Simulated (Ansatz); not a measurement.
Ansatz (a program for electronic structure) input (B3LYP-D3(BJ)/def2-TZVP):

Ansatz 0.2 input:
```yaml
crystal:
  periodic: [false, false, false]
  atoms:
    - {symbol: C, position_ang: [0.01278651, 0.10878287, 0.77591448]}
    - {symbol: C, position_ang: [-0.01004020, 0.03731449, -0.57342092]}
    - {symbol: H, position_ang: [0.02491044, -0.93690889, 1.17613433]}
    - {symbol: H, position_ang: [-0.02531590, 0.94370798, -1.19774587]}
    - {symbol: H, position_ang: [-0.01607244, -0.88338326, -1.19334978]}
basis:
  gaussian:
    orbitals: def2-TZVP
hamiltonian:
  xc: b3lyp
  dispersion: d3bj
total_charge: -1
phonons: {temperatures: {t_min: 298.15, t_max: 298.15, t_step: 100}}
```

Output:

```
Functional definition: B3LYP
integrals: 0.01 GiB planned
492 factors; their error is unknown
mean field: 0.16 GiB planned
mean field evaluation 1: about -2119.5170 eV, gradient 2.5e1 eV
mean field evaluation 2: about -2117.2716 eV, gradient 3.7e1 eV
mean field evaluation 4: about -2121.2410 eV, gradient 2.7e0 eV
mean field evaluation 8: about -2121.2517 eV, gradient 3.5e-2 eV
mean field evaluation 16: about -2121.2517 eV, gradient 1.1e-5 eV
mean field -2121.25174435 eV, -77.9545637687 hartree, gradient 1.1e-5 eV, S^2 0.000000; 0 other end points of the search recorded, 0 dependent functions left out
the calculation of the forces begins
reference -2121.25191691 eV, -77.9545701102 hartree; 8, 8 occupied and 72, 72 virtual orbitals, 492 factors
these checks for a lower state are left out or cut short: stability, starts, cluster_reference, orbital_swaps, neighbouring_geometries, increment
integrals: 0.01 GiB planned
492 factors; their error is unknown
mean field: 0.16 GiB planned
mean field -2121.25158923 eV, -77.9545580681 hartree, gradient 2.6e-6 eV, S^2 0.000000; 0 other end points of the search recorded, 0 dependent functions left out
the calculation of the forces begins
reference -2121.25176173 eV, -77.9545644076 hartree; 8, 8 occupied and 72, 72 virtual orbitals, 492 factors
these checks for a lower state are left out or cut short: stability, starts, cluster_reference, orbital_swaps, neighbouring_geometries, increment
integrals: 0.01 GiB planned
492 factors; their error is unknown
mean field: 0.16 GiB planned
mean field evaluation 32: about -2121.2516 eV, gradient 2.6e-6 eV
mean field -2121.25156842 eV, -77.9545573036 hartree, gradient 2.6e-6 eV, S^2 0.000000; 0 other end points of the search recorded, 0 dependent functions left out
the calculation of the forces begins
reference -2121.25174104 eV, -77.9545636471 hartree; 8, 8 occupied and 72, 72 virtual orbitals, 492 factors
these checks for a lower state are left out or cut short: stability, starts, cluster_reference, orbital_swaps, neighbouring_geometries, increment
integrals: 0.01 GiB planned
492 factors; their error is unknown
mean field: 0.16 GiB planned
mean field -2121.25169293 eV, -77.9545618791 hartree, gradient 2.6e-6 eV, S^2 0.000000; 0 other end points of the search recorded, 0 dependent functions left out
the calculation of the forces begins
reference -2121.25186552 eV, -77.9545682215 hartree; 8, 8 occupied and 72, 72 virtual orbitals, 492 factors
these checks for a lower state are left out or cut short: stability, starts, cluster_reference, orbital_swaps, neighbouring_geometries, increment
integrals: 0.01 GiB planned
492 factors; their error is unknown
mean field: 0.16 GiB planned
mean field -2121.25169160 eV, -77.9545618303 hartree, gradient 2.6e-6 eV, S^2 0.000000; 0 other end points of the search recorded, 0 dependent functions left out
the calculation of the forces begins
reference -2121.25186414 eV, -77.9545681710 hartree; 8, 8 occupied and 72, 72 virtual orbitals, 492 factors
these checks for a lower state are left out or cut short: stability, starts, cluster_reference, orbital_swaps, neighbouring_geometries, increment
integrals: 0.01 GiB planned
492 factors; their error is unknown
mean field: 0.16 GiB planned
mean field -2121.25153209 eV, -77.9545559684 hartree, gradient 2.6e-6 eV, S^2 0.000000; 0 other end points of the search recorded, 0 dependent functions left out
the calculation of the forces begins
reference -2121.25170458 eV, -77.9545623073 hartree; 8, 8 occupied and 72, 72 virtual orbitals, 492 factors
these checks for a lower state are left out or cut short: stability, starts, cluster_reference, orbital_swaps, neighbouring_geometries, increment
integrals: 0.01 GiB planned
492 factors; their error is unknown
mean field: 0.16 GiB planned
mean field -2121.25154500 eV, -77.9545564428 hartree, gradient 2.6e-6 eV, S^2 0.000000; 0 other end points of the search recorded, 0 dependent functions left out
the calculation of the forces begins
reference -2121.25171764 eV, -77.9545627871 hartree; 8, 8 occupied and 72, 72 virtual orbitals, 492 factors
these checks for a lower state are left out or cut short: stability, starts, cluster_reference, orbital_swaps, neighbouring_geometries, increment
integrals: 0.01 GiB planned
492 factors; their error is unknown
mean field: 0.16 GiB planned
mean field evaluation 64: about -2121.2578 eV, gradient 2.1e-4 eV
mean field -2121.25165597 eV, -77.9545605208 hartree, gradient 2.6e-6 eV, S^2 0.000000; 0 other end points of the search recorded, 0 dependent functions left out
the calculation of the forces begins
reference -2121.25182839 eV, -77.9545668573 hartree; 8, 8 occupied and 72, 72 virtual orbitals, 492 factors
these checks for a lower state are left out or cut short: stability, starts, cluster_reference, orbital_swaps, neighbouring_geometries, increment
integrals: 0.01 GiB planned
492 factors; their error is unknown
mean field: 0.16 GiB planned
mean field -2121.25165682 eV, -77.9545605520 hartree, gradient 2.6e-6 eV, S^2 0.000000; 0 other end points of the search recorded, 0 dependent functions left out
the calculation of the forces begins
reference -2121.25182952 eV, -77.9545668987 hartree; 8, 8 occupied and 72, 72 virtual orbitals, 492 factors
these checks for a lower state are left out or cut short: stability, starts, cluster_reference, orbital_swaps, neighbouring_geometries, increment
integrals: 0.01 GiB planned
492 factors; their error is unknown
mean field: 0.16 GiB planned
mean field -2121.25172972 eV, -77.9545632312 hartree, gradient 2.6e-6 eV, S^2 0.000000; 0 other end points of the search recorded, 0 dependent functions left out
the calculation of the forces begins
reference -2121.25190237 eV, -77.9545695758 hartree; 8, 8 occupied and 72, 72 virtual orbitals, 492 factors
these checks for a lower state are left out or cut short: stability, starts, cluster_reference, orbital_swaps, neighbouring_geometries, increment
integrals: 0.01 GiB planned
492 factors; their error is unknown
mean field: 0.16 GiB planned
mean field -2121.25171257 eV, -77.9545626008 hartree, gradient 2.6e-6 eV, S^2 0.000000; 0 other end points of the search recorded, 0 dependent functions left out
the calculation of the forces begins
reference -2121.25188504 eV, -77.9545689391 hartree; 8, 8 occupied and 72, 72 virtual orbitals, 492 factors
these checks for a lower state are left out or cut short: stability, starts, cluster_reference, orbital_swaps, neighbouring_geometries, increment
integrals: 0.01 GiB planned
492 factors; their error is unknown
mean field: 0.16 GiB planned
mean field evaluation 96: about -2121.2517 eV, gradient 1.5e-4 eV
mean field -2121.25170765 eV, -77.9545624201 hartree, gradient 2.6e-6 eV, S^2 0.000000; 0 other end points of the search recorded, 0 dependent functions left out
the calculation of the forces begins
reference -2121.25188022 eV, -77.9545687618 hartree; 8, 8 occupied and 72, 72 virtual orbitals, 492 factors
these checks for a lower state are left out or cut short: stability, starts, cluster_reference, orbital_swaps, neighbouring_geometries, increment
integrals: 0.01 GiB planned
492 factors; their error is unknown
mean field: 0.16 GiB planned
mean field -2121.25170396 eV, -77.9545622844 hartree, gradient 2.6e-6 eV, S^2 0.000000; 0 other end points of the search recorded, 0 dependent functions left out
the calculation of the forces begins
reference -2121.25187651 eV, -77.9545686257 hartree; 8, 8 occupied and 72, 72 virtual orbitals, 492 factors
these checks for a lower state are left out or cut short: stability, starts, cluster_reference, orbital_swaps, neighbouring_geometries, increment
integrals: 0.01 GiB planned
492 factors; their error is unknown
mean field: 0.16 GiB planned
mean field -2121.25169796 eV, -77.9545620640 hartree, gradient 2.6e-6 eV, S^2 0.000000; 0 other end points of the search recorded, 0 dependent functions left out
the calculation of the forces begins
reference -2121.25187061 eV, -77.9545684087 hartree; 8, 8 occupied and 72, 72 virtual orbitals, 492 factors
these checks for a lower state are left out or cut short: stability, starts, cluster_reference, orbital_swaps, neighbouring_geometries, increment
integrals: 0.01 GiB planned
492 factors; their error is unknown
mean field: 0.16 GiB planned
mean field -2121.25171045 eV, -77.9545625231 hartree, gradient 2.6e-6 eV, S^2 0.000000; 0 other end points of the search recorded, 0 dependent functions left out
the calculation of the forces begins
reference -2121.25188293 eV, -77.9545688615 hartree; 8, 8 occupied and 72, 72 virtual orbitals, 492 factors
these checks for a lower state are left out or cut short: stability, starts, cluster_reference, orbital_swaps, neighbouring_geometries, increment
integrals: 0.01 GiB planned
492 factors; their error is unknown
mean field: 0.16 GiB planned
mean field evaluation 128: about -2121.2517 eV, gradient 2.4e-6 eV
mean field -2121.25170332 eV, -77.9545622609 hartree, gradient 2.6e-6 eV, S^2 0.000000; 0 other end points of the search recorded, 0 dependent functions left out
the calculation of the forces begins
reference -2121.25187593 eV, -77.9545686042 hartree; 8, 8 occupied and 72, 72 virtual orbitals, 492 factors
these checks for a lower state are left out or cut short: stability, starts, cluster_reference, orbital_swaps, neighbouring_geometries, increment
integrals: 0.01 GiB planned
492 factors; their error is unknown
mean field: 0.16 GiB planned
mean field -2121.25170974 eV, -77.9545624971 hartree, gradient 2.6e-6 eV, S^2 0.000000; 0 other end points of the search recorded, 0 dependent functions left out
the calculation of the forces begins
reference -2121.25188226 eV, -77.9545688368 hartree; 8, 8 occupied and 72, 72 virtual orbitals, 492 factors
these checks for a lower state are left out or cut short: stability, starts, cluster_reference, orbital_swaps, neighbouring_geometries, increment
integrals: 0.01 GiB planned
492 factors; their error is unknown
mean field: 0.16 GiB planned
mean field -2121.25170275 eV, -77.9545622398 hartree, gradient 2.6e-6 eV, S^2 0.000000; 0 other end points of the search recorded, 0 dependent functions left out
the calculation of the forces begins
reference -2121.25187526 eV, -77.9545685796 hartree; 8, 8 occupied and 72, 72 virtual orbitals, 492 factors
these checks for a lower state are left out or cut short: stability, starts, cluster_reference, orbital_swaps, neighbouring_geometries, increment
integrals: 0.01 GiB planned
492 factors; their error is unknown
mean field: 0.16 GiB planned
mean field -2121.25171512 eV, -77.9545626947 hartree, gradient 2.6e-6 eV, S^2 0.000000; 0 other end points of the search recorded, 0 dependent functions left out
the calculation of the forces begins
reference -2121.25188773 eV, -77.9545690380 hartree; 8, 8 occupied and 72, 72 virtual orbitals, 492 factors
these checks for a lower state are left out or cut short: stability, starts, cluster_reference, orbital_swaps, neighbouring_geometries, increment
integrals: 0.01 GiB planned
492 factors; their error is unknown
mean field: 0.16 GiB planned
mean field -2121.25171010 eV, -77.9545625102 hartree, gradient 2.6e-6 eV, S^2 0.000000; 0 other end points of the search recorded, 0 dependent functions left out
the calculation of the forces begins
reference -2121.25188273 eV, -77.9545688540 hartree; 8, 8 occupied and 72, 72 virtual orbitals, 492 factors
these checks for a lower state are left out or cut short: stability, starts, cluster_reference, orbital_swaps, neighbouring_geometries, increment
integrals: 0.01 GiB planned
492 factors; their error is unknown
mean field: 0.16 GiB planned
mean field evaluation 160: about -2121.2577 eV, gradient 3.4e-1 eV
mean field -2121.25170786 eV, -77.9545624277 hartree, gradient 2.6e-6 eV, S^2 0.000000; 0 other end points of the search recorded, 0 dependent functions left out
the calculation of the forces begins
reference -2121.25188036 eV, -77.9545687670 hartree; 8, 8 occupied and 72, 72 virtual orbitals, 492 factors
Total energy: -2121.33676904 eV, -77.9576883687 hartree
Atom 0 at     0.012787     0.108783     0.775914 Å, force     0.000009     0.000067     0.000560 eV/Å
Atom 1 at    -0.010040     0.037314    -0.573421 Å, force    -0.000014    -0.000062    -0.000823 eV/Å
Atom 2 at     0.024910    -0.936909     1.176134 Å, force    -0.000000     0.000050    -0.000006 eV/Å
Atom 3 at    -0.025316     0.943708    -1.197746 Å, force     0.000004    -0.000050     0.000227 eV/Å
Atom 4 at    -0.016072    -0.883383    -1.193350 Å, force     0.000001    -0.000006     0.000042 eV/Å
Dipole moment:    -0.007541    -0.301322    -0.526873 e Å
Vibrations: 856.25 941.93 1096.10 1233.12 1390.38 1537.69 2715.86 2820.63 2927.28 cm⁻¹, zero-point energy 0.962071 eV
```

It need not be the lowest isomer of its formula. Whether it binds its extra electron was not tested at this geometry.
